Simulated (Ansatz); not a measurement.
**Pulling the pair apart**

The pair of NH3 (SMILES N, atoms 1–4) and HCl (SMILES Cl, atoms 5–6), both closed shells, in one local arrangement (a lower one may exist), relaxed at PBE0-D4/def2-TZVP:

```xyz
6
angstrom
N -0.0045 -0.0125 -0.6006
H -0.1300 0.9187 -0.9783
H 0.8673 -0.3833 -0.9584
H -0.7590 -0.5957 -0.9416
Cl 0.0182 0.0505 2.4152
H 0.0080 0.0223 1.0637
```

HCl is shifted rigidly along the line between the mean atom positions of the two fragments (negative: closer). Counterpoise interaction energies in kcal/mol. Program: Ansatz 0.2.0. Basis: def2-TZVPPD. Cores are frozen in the correlated methods.

| shift (Å) | PBE-D4 | HF | MP2 |
| --- | --- | --- | --- |
| -0.17 | -11.64 | -3.55 | -8.68 |
| -0.08 | -12.40 | -4.98 | -9.62 |
| 0.00 | -12.61 | -5.88 | -10.03 |
| 0.08 | -12.44 | -6.40 | -10.07 |
| 0.20 | -11.80 | -6.69 | -9.73 |
| 0.42 | -10.03 | -6.39 | -8.48 |
| 0.83 | -6.59 | -4.83 | -5.78 |
| 1.66 | -2.69 | -2.31 | -2.51 |

Task: What does CCSD(T) give at these shifts? (An estimate is asked for; the value comes from the calculation.)

Result: The calculation gives: -6.93, -8.09, -8.71, -8.93, -8.81, -7.87, -5.49, -2.40 kcal/mol. For zero shift, CCSD(T) at an estimated basis limit (MP2 extrapolated from triple and quadruple zeta, plus CCSD(T) − MP2 in triple zeta) gives -9.71 kcal/mol. These are counterpoise interaction energies, counted from the two frozen fragments.

No T1 diagnostic of these runs exceeds 0.008.

For scale, one of the runs: CCSD(T)/def2-TZVPPD, 156 basis functions, launched by `ansatz run in.yaml --threads 2 --pin off --events-out ev --progress --plain --max-ram 5222MiB`. Hardware: 2 CPU threads of an Intel Xeon 6975P-C, shared host. Wall time 6.5 s; peak host memory 1.1 GiB.
